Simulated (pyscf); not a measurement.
PySCF, gas phase, ωB97X-D3(BJ)/def2-SVP geometries.

### Question
For the elementary gas-phase step Br–B(Br)–Br + H₂O → HBr + HO–B(Br)–Br (singlet surface; B–Br, H–O broken, Br–H, B–O formed), what barrier and reaction energy does B3LYP-D3(BJ)/def2-TZVP give, measured from the separated reactants?

### Answer
ΔE‡ = 6.7 kcal/mol, ΔE = -17.4 kcal/mol. ωB97M-D3(BJ)/def2-TZVP gives 7.0 kcal/mol and -18.4 kcal/mol. Zero-point energy shifts the barrier by -0.7 kcal/mol. It is a four-centre exchange, with an imaginary mode of 1170i cm⁻¹. On the reactant side the descent ends in an adduct with a B–O contact, 11.1 kcal/mol under the separated species and 19.1 kcal/mol under the saddle at ωB97X-D3(BJ)/def2-TZVP. What is counted as formed (B–O) is already present as a longer contact in the reactant adduct; forming that adduct is a step of its own. One saddle was located; it need not be the lowest between these sides. Elements up to Kr have no core potential and no relativistic terms here.
